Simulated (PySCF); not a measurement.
Potential energy of CO⁺ along the bond

Set-up: basis C pcseg-2, O pcseg-2; no relativity; PySCF 2.14. Energies in eV from C⁺ + O in their ground configurations at the same level. State: ²Σ⁺ (doublet), unpaired electrons σ ↑.

All columns are revPBE. A positive dipole points towards O; it is taken about the centre of mass and depends on that origin.

| R (Å) | E (eV) | μ (D) | Mulliken charge on C (basis-dependent) | HOMO (eV) | LUMO (eV) | Mayer bond order | ⟨S²⟩ |
| --- | --- | --- | --- | --- | --- | --- | --- |
| 0.953 | -6.207 | -2.34 | 0.56 | -22.07 | -17.97 | 2.73 | 0.76 |
| 0.997 | -7.609 | -2.41 | 0.64 | -22.00 | -18.02 | 2.73 | 0.76 |
| 1.042 | -8.444 | -2.46 | 0.71 | -21.92 | -18.07 | 2.73 | 0.76 |
| 1.075 | -8.785 | -2.50 | 0.75 | -21.87 | -18.12 | 2.72 | 0.76 |
| 1.108 | -8.936 | -2.54 | 0.78 | -21.81 | -18.16 | 2.71 | 0.76 |
| 1.141 | -8.936 | -2.58 | 0.80 | -21.75 | -18.21 | 2.70 | 0.77 |
| 1.186 | -8.758 | -2.62 | 0.83 | -21.36 | -18.28 | 2.68 | 0.77 |
| 1.241 | -8.331 | -2.66 | 0.84 | -20.92 | -18.37 | 2.66 | 0.77 |
| 1.307 | -7.637 | -2.72 | 0.85 | -20.43 | -18.46 | 2.62 | 0.77 |
| 1.396 | -6.568 | -2.78 | 0.84 | -19.86 | -18.55 | 2.55 | 0.78 |

A fit through these points gives, at Re = 1.124 Å, μ = -2.56 D and dμ/dR = -1.04 D/Å; the reduced mass is 6.856 u.

How strong is the fundamental in the double-harmonic approximation, I = 42.26·(dμ/dR)²/μred km/mol?

I = 42.26·(-1.04)²/6.856 = 6.67 km/mol at revPBE.

For an ion De counts to the pair picked by the measured ionisation energies or electron affinities, which need not be the lowest pair at this level. The state was picked by a PBE0 search and need not be the measured ground state.
